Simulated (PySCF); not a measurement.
## Working out the electron affinity of P

P⁻ [Ne] 3s2 3p4 (3P) → P [Ne] 3s2 3p3 (4S). Computed with PySCF 2.14 in aug-cc-pV(T+d)Z (6s5p4d2f, 55 functions), with no relativity, point nucleus. Frozen: [Ne]. Energies in hartree (1 hartree = 27.21139 eV):

```json
{"part": "UHF", "P⁻ (lower)": "-340.704674", "P (upper)": "-340.716492"}
{"part": "CCSD correlation", "P⁻ (lower)": "-0.134097", "P (upper)": "-0.102209"}
{"part": "(T)", "P⁻ (lower)": "-0.006571", "P (upper)": "-0.004078"}
```

What does Hartree-Fock give?

(-340.716492) − (-340.704674) = -0.011818 hartree = -0.322 eV.

What do CCSD and CCSD(T) give?

The CCSD correlation energies differ by 0.031888 hartree = 0.868 eV and the triples by 0.002493 hartree = 0.068 eV, so CCSD gives 0.546 eV and CCSD(T) 0.614 eV.

A first-order spin-orbit estimate adds 0.012 eV to CCSD(T) (valence), giving 0.626 eV against 0.747 eV (measured; photodetachment measurements, as compiled on the Wikipedia data page of electron affinities).

What remains against the reference includes basis incompleteness, the frozen core and higher excitations.
